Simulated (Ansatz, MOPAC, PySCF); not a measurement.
Complex: CHN (SMILES C#N) (first 3 atoms) with CH4S (SMILES CS); geometry from NCB31 set.
(charge 0, multiplicity 1):
```json
[
 {"atom": "C", "x (Å)": "1.9964", "y (Å)": "0.0572", "z (Å)": "-0.0065"},
 {"atom": "N", "x (Å)": "2.9802", "y (Å)": "0.6583", "z (Å)": "0.1095"},
 {"atom": "H", "x (Å)": "1.0723", "y (Å)": "-0.4852", "z (Å)": "-0.1064"},
 {"atom": "S", "x (Å)": "-1.5144", "y (Å)": "-0.8000", "z (Å)": "-0.1170"},
 {"atom": "C", "x (Å)": "-1.5701", "y (Å)": "1.0130", "z (Å)": "0.0116"},
 {"atom": "H", "x (Å)": "-1.5546", "y (Å)": "-1.0526", "z (Å)": "1.2005"},
 {"atom": "H", "x (Å)": "-1.5456", "y (Å)": "1.3924", "z (Å)": "-1.0102"},
 {"atom": "H", "x (Å)": "-0.7087", "y (Å)": "1.4026", "z (Å)": "0.5531"},
 {"atom": "H", "x (Å)": "-2.4931", "y (Å)": "1.3399", "z (Å)": "0.4867"}
]
```

Monomers are frozen at their geometry in the pair; levels with a basis set take the counterpoise correction.

Rows in 6-31G* carry no dispersion term and start afresh at each structure (6-31G* with six Cartesian d functions). The state that PM7 reach isn't checked; PM7 holds dispersion and hydrogen-bond terms.

Codes used: Ansatz (Gaussian orbitals); MOPAC for PM7 (differences of heats of formation); PySCF for 6-31G* rows. Each number belongs to the level named beside it.

**Question.** One of these levels gives -0.74 kcal/mol for the interaction energy. Name it.
(A) SVWN5/def2-TZVPPD
(B) HF/6-31G*
(C) PBE/def2-TZVPPD
(D) PM7

**Answer.** D, PM7. The others give -1.58 (HF/6-31G*), -5.73 (SVWN5/def2-TZVPPD), -3.38 (PBE/def2-TZVPPD)

Ansatz is an electronic-structure program.
